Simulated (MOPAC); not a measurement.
MOPAC input (PM7):

```
PM7 FORCE THERMO(298,298) PRECISE LET UHF MS=0.5 GEO-OK AUX(PRECISION=9) THREADS=1
C2H6N

C     1.22640210 1   -0.27096851 1   -0.08220027 1
C    -0.05298547 1    0.24736135 1    0.44783827 1
N    -1.20451817 1    0.12139991 1   -0.28700910 1
H     1.64076523 1    0.40391849 1   -0.84882696 1
H     1.98209216 1   -0.36212301 1    0.71054363 1
H     1.12211846 1   -1.26240880 1   -0.54358640 1
H    -0.07234565 1    0.82409403 1    1.35336708 1
H    -2.07981164 1    0.27968018 1    0.16065698 1
H    -1.22783836 1   -0.53194030 1   -1.03832950 1
```

Question: Which zero-point energy does it print?

Answer: 45.04 kcal/mol, from the harmonic wavenumbers of PM7.
